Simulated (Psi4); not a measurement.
Psi4 input (wB97X-D/6-31G*):

```
memory 1500 MB

molecule {
1 2
C    -0.07333892    0.62108440    0.12511202
O     0.04964478   -0.69228382   -0.18453082
H    -1.17755159    0.85327864    0.11267856
H     0.62329492   -1.20666677    0.43207005
H     0.46134704    0.96838311    1.00345248
H     0.13578494    1.19676917   -0.82262667
symmetry c1
no_reorient
no_com
}

set {
  basis 6-31G*
  reference uks
  scf_type pk
  dft_radial_points 99
  dft_spherical_points 590
  e_convergence 1e-8
  d_convergence 1e-7
  maxiter 150
}

e = energy('wb97x-d')
print_out(f'\nFINAL {e:.10f} DIPOLE {variable("CURRENT DIPOLE")[0]:.6f} {variable("CURRENT DIPOLE")[1]:.6f} {variable("CURRENT DIPOLE")[2]:.6f}\n')
```

Output:

```
   => Loading Basis Set <=

    Name: 6-31G*
    Role: ORBITAL
    Keyword: BASIS
    atoms 1   entry C          line   111 file 6-31gs.gbs
    atoms 2   entry O          line   145 file 6-31gs.gbs
    atoms 3-6 entry H          line    44 file 6-31gs.gbs

   => WB97X-D: Empirical Dispersion <=

    Chai and Head-Gordon Dispersion Correction
    Chai, J.-D.; Head-Gordon, M. (2010), J. Chem. Phys., 132: 6615-6620

        s6 =       1.000000

         ---------------------------------------------------------
                                   SCF
               by Justin Turney, Rob Parrish, Andy Simmonett
                          and Daniel G. A. Smith
                              UKS Reference
         ---------------------------------------------------------

  ==> Geometry <==

    Molecular point group: c1
    Full point group: C1

    Geometry (in Angstrom), charge = 1, multiplicity = 2:

       Center              X                  Y                   Z               Mass
    ------------   -----------------  -----------------  -----------------  -----------------
         C           -0.073338920000     0.621084400000     0.125112020000    12.000000000000
         O            0.049644780000    -0.692283820000    -0.184530820000    15.994914619570
         H           -1.177551590000     0.853278640000     0.112678560000     1.007825032230
         H            0.623294920000    -1.206666770000     0.432070050000     1.007825032230
         H            0.461347040000     0.968383110000     1.003452480000     1.007825032230
         H            0.135784940000     1.196769170000    -0.822626670000     1.007825032230

  Running in c1 symmetry.

  Rotational constants: A =      4.20178  B =      0.88733  C =      0.83160 [cm^-1]
  Rotational constants: A = 125966.17383  B =  26601.49545  C =  24930.80848 [MHz]
  Nuclear repulsion =   40.973457278437202

  Charge       = 1
  Multiplicity = 2
  Electrons    = 17
  Nalpha       = 9
  Nbeta        = 8

  ==> Algorithm <==

  SCF Algorithm Type is PK.
  DIIS enabled.
  MOM disabled.
  Fractional occupation disabled.
  Guess Type is SAD.
  Energy threshold   = 1.00e-08
  Density threshold  = 1.00e-07
  Integral threshold = 1.00e-12

  ==> Primary Basis <==

  Basis Set: 6-31G*
    Blend: 6-31G*
    Number of shells: 20
    Number of basis functions: 38
    Number of Cartesian functions: 38
    Spherical Harmonics?: false
    Max angular momentum: 2

  ==> DFT Potential <==

   => LibXC <=

    Version 7.1.2
    S. Lehtola, C. Steigemann, M. J. T. Oliveira, and M. A. L. Marques,  SoftwareX 7, 1–5 (2018) (10.1016/j.softx.2017.11.002)

   => Composite Functional: WB97X-D <=

    wB97X-D Hyb-GGA Exchange-Correlation Functional

    J.-D. Chai and M. Head-Gordon,  Phys. Chem. Chem. Phys. 10, 6615–6620 (2008) (10.1039/B810189B)

    Deriv               =              1
    GGA                 =           TRUE
    Meta                =          FALSE

    Exchange Hybrid     =           TRUE
    MP2 Hybrid          =          FALSE

   => Exchange-Correlation Functionals <=

    1.0000   wB97X-D range-separated functional

   => Exact (HF) Exchange <=

    0.7780            HF,LR [omega = 0.2000]
    0.2220               HF

   => LibXC Density Thresholds  <==

    XC_HYB_GGA_XC_WB97X_D:  1.00E-14

   => Molecular Quadrature <=

    Radial Scheme          =       TREUTLER
    Pruning Scheme         =           NONE
    Nuclear Scheme         =       TREUTLER

    Blocking Scheme        =         OCTREE
    BS radius alpha        =              1
    Pruning alpha          =              1
    Radial Points          =             99
    Spherical Points       =            590
    Total Points           =         333766
    Total Blocks           =           2452
    Max Points             =            256
    Max Functions          =             38
    Weights Tolerance      =       1.00E-15

  ==> Integral Setup <==

  Using in-core PK algorithm.
   Calculation information:
      Number of atoms:                   6
      Number of AO shells:              20
      Number of primitives:             46
      Number of atomic orbitals:        38
      Number of basis functions:        38

      Integral cutoff                 1.00e-12
      Number of threads:                 1

  Performing in-core PK
  Using 824733 doubles for integral storage.
  We computed 22154 shell quartets total.
  Whereas there are 22155 unique shell quartets.

  Computing range-separated integrals for PK
  We computed 22154 wK shell quartets total.
  Whereas there are 22155 wK unique shell quartets.

  ==> DiskJK: Disk-Based J/K Matrices <==

    J tasked:                  Yes
    K tasked:                  Yes
    wK tasked:                 Yes
    Omega:               2.000E-01
    Schwarz Cutoff:          1E-12


  Cached 100.0% of DFT collocation blocks in 0.351 [GiB].

  Minimum eigenvalue in the overlap matrix is 8.6261286849E-03.
  Reciprocal condition number of the overlap matrix is 1.4266687219E-03.
    Using symmetric orthogonalization.

  ==> Pre-Iterations <==

  SCF Guess: Superposition of Atomic Densities via on-the-fly atomic UHF (no occupation information).

   -------------------------
    Irrep   Nso     Nmo
   -------------------------
     A         38      38
   -------------------------
    Total      38      38
   -------------------------

  ==> Iterations <==

                        Total Energy        Delta E     RMS |[F,P]|

   @UKS iter SAD:  -115.19329653242735   -1.15193e+02   0.00000e+00
   @UKS iter   1:  -115.26006145289759   -6.67649e-02   6.17996e-03 DIIS/ADIIS
   @UKS iter   2:  -115.28121362567938   -2.11522e-02   4.26383e-03 DIIS/ADIIS
   @UKS iter   3:  -115.28928466725085   -8.07104e-03   1.56474e-03 DIIS/ADIIS
   @UKS iter   4:  -115.29084416953945   -1.55950e-03   5.24588e-04 DIIS/ADIIS
   @UKS iter   5:  -115.29106288257350   -2.18713e-04   1.64873e-04 DIIS/ADIIS
   @UKS iter   6:  -115.29111619197788   -5.33094e-05   8.42637e-05 DIIS
   @UKS iter   7:  -115.29113380761646   -1.76156e-05   1.66464e-05 DIIS
   @UKS iter   8:  -115.29113448212046   -6.74504e-07   3.60838e-06 DIIS
   @UKS iter   9:  -115.29113451890517   -3.67847e-08   1.04063e-06 DIIS
   @UKS iter  10:  -115.29113452168255   -2.77738e-09   2.31991e-07 DIIS
   @UKS iter  11:  -115.29113452178605   -1.03498e-10   5.56170e-08 DIIS
  Energy and wave function converged.

  ==> Post-Iterations <==

   Electrons on quadrature grid:
      Nalpha   =    9.0000000036 ; deviation = 3.594e-09
      Nbeta    =    8.0000000080 ; deviation = 8.037e-09
      Ntotal   =   17.0000000116 ; deviation = 1.163e-08

   @Spin Contamination Metric:   4.050572021E-03
   @S^2 Expected:                7.500000000E-01
   @S^2 Observed:                7.540505720E-01
   @S   Expected:                5.000000000E-01
   @S   Observed:                5.000000000E-01

    Orbital Energies [Eh]
    ---------------------

    Alpha Occupied:

       1A    -19.700832     2A    -10.654584     3A     -1.527946
       4A     -1.118639     5A     -0.947302     6A     -0.886928
       7A     -0.876086     8A     -0.758938     9A     -0.719436

    Alpha Virtual:

      10A     -0.118108    11A     -0.038578    12A     -0.031657
      13A     -0.012525    14A      0.041551    15A      0.342100
      16A      0.353433    17A      0.397798    18A      0.574684
      19A      0.624083    20A      0.644035    21A      0.685410
      22A      0.694407    23A      0.734894    24A      0.818997
      25A      0.995469    26A      1.203303    27A      1.204450
      28A      1.320099    29A      1.438743    30A      1.827381
      31A      1.901618    32A      1.953435    33A      1.988745
      34A      2.134378    35A      2.313815    36A      2.558068
      37A      3.464446    38A      3.983326

    Beta Occupied:

       1A    -19.684426     2A    -10.653065     3A     -1.486056
       4A     -1.096910     5A     -0.932229     6A     -0.856880
       7A     -0.802096     8A     -0.744056

    Beta Virtual:

       9A     -0.412889    10A     -0.111116    11A     -0.032934
      12A     -0.013956    13A     -0.006017    14A      0.046357
      15A      0.346688    16A      0.366499    17A      0.399979
      18A      0.580012    19A      0.648265    20A      0.662564
      21A      0.698605    22A      0.736990    23A      0.747642
      24A      0.825193    25A      1.009686    26A      1.212110
      27A      1.226495    28A      1.339385    29A      1.475163
      30A      1.834805    31A      1.918734    32A      1.973132
      33A      2.003649    34A      2.162011    35A      2.327283
      36A      2.568818    37A      3.491309    38A      3.990561

    Final Occupation by Irrep:
              A
    DOCC [     8 ]
    SOCC [     1 ]
    NA   [     9 ]
    NB   [     8 ]

  @UKS Final Energy:  -115.29113452178605

   => Energetics <=

    Nuclear Repulsion Energy =             40.9734572784372020
    One-Electron Energy =                -232.0013313527822447
    Two-Electron Energy =                  86.1688030694114957
    DFT Exchange-Correlation Energy =     -10.4312763537086646
    Empirical Dispersion Energy =          -0.0007871631438283
    VV10 Nonlocal Energy =                  0.0000000000000000
    Total Energy =                       -115.2911345217860486

  UHF NO Occupations:
  HONO-2 :    7  A 1.9996795
  HONO-1 :    8  A 1.9988053
  HONO-0 :    9  A 1.0000000
  LUNO+0 :   10  A 0.0011947
  LUNO+1 :   11  A 0.0003205
  LUNO+2 :   12  A 0.0002769
  LUNO+3 :   13  A 0.0001280

Computation Completed

Properties will be evaluated at   0.000000,   0.000000,   0.000000 [a0]

Properties computed using the SCF density matrix

 Multipole Moments:

 ------------------------------------------------------------------------------------
     Multipole            Electronic (a.u.)      Nuclear  (a.u.)        Total (a.u.)
 ------------------------------------------------------------------------------------

 L = 1.  Multiply by 2.5417464519 to convert [e a0] to [Debye]
 Dipole X            :          0.2397311            0.0000001            0.2397312
 Dipole Y            :          0.3048350           -0.0000000            0.3048350
 Dipole Z            :          0.4485762           -0.0000000            0.4485761
 Magnitude           :                                                    0.5929721

 ------------------------------------------------------------------------------------

FINAL -115.2911345218 DIPOLE 0.239731 0.304835 0.448576

*** Psi4 exiting successfully. Buy a developer a beer!
```

The dipole moment of an ion depends on the origin.
